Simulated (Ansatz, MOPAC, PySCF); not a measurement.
System: silicon monoxide, SiO, charge 0, multiplicity 1. SMILES: [Si-]#[O+]
Geometry from a B3LYP-D3(BJ)/def2-TZVP (Ansatz, an electronic-structure program) optimisation:
```xyz
2

Si     0.0000     0.0000    -0.5502
O      0.0000     0.0000     0.9629
```

Wanted: enthalpy of formation at 298 K, in kcal/mol. Conventions: no spin-orbit coupling; 6-311+G** with 5d, 6d on Na to Ar in Ansatz; LANL2DZ with its own core potentials from Na on; UHF or UKS for open shells; non-relativistic; six Cartesian d functions in 6-31G* and its kin unless marked 5d; PM7 with its own dispersion and hydrogen-bond terms; frozen cores in correlated levels. Basis-set limits of correlation are two-point, X^-3; Hartree-Fock from the larger set (for Q and 5 zeta extrapolated as (X+1)exp(-9√X)). First-principles rows: single points at B3LYP-D3(BJ) geometries (Ansatz), with unscaled harmonic terms from B3LYP/6-31G* at its own minima, enthalpies of formation by atomisation with measured atoms. Semi-empirical rows: MOPAC heats of formation at their own minima for 298 K.

Measured values: G2/97 table in ASE (Curtiss et al.); they hold spin-orbit and core effects, anharmonicity. 

Value to compare with, the measured value: -24.6 kcal/mol.

| level | program | enthalpy of formation at 298 K (kcal/mol) | error |
|---|---|---|---|
| AM1 | MOPAC | -2.1 | 22.5 |
| PM6 | MOPAC | 8.5 | 33.1 |
| PM7 | MOPAC | -13.5 | 11.1 |
| HF/3-21G | Ansatz | 100.5 | 125.1 |
| HF/6-31G* | Ansatz | 65.8 | 90.4 |
| HF/6-311+G** | Ansatz | 65.6 | 90.2 |
| PBE/def2-SVP | Ansatz | -23.1 | 1.5 |
| BP86/6-31G* (5d) | PySCF | -23.2 | 1.4 |
| B3LYP/LANL2DZ | Ansatz | 14.7 | 39.3 |
| B3LYP/6-31+G* | Ansatz | -12.7 | 11.9 |
| B3LYP/def2-SVP | Ansatz | -13.4 | 11.2 |
| B3LYP/6-311+G** | Ansatz | -12.7 | 11.9 |
| PBE0/6-31G* | Ansatz | -8.1 | 16.5 |
| B3LYP/def2-TZVPD | Ansatz | -19.7 | 4.9 |
| CCSD(T)/CBS(cc-pV(Q+d)Z,cc-pV(5+d)Z) | Ansatz | -24.2 | 0.4 |

Among the 13 habitual levels, HF/3-21G lies farthest from the measured value (125.1 kcal/mol); 13 of 13 lie above it, and their mean absolute error is 35.9 kcal/mol, the median 16.5. One case shows no general order.

The levels are drawn from those run, B3LYP/6-31G* more often than the rest, none by its result; runs whose electronic state is in doubt are left out.
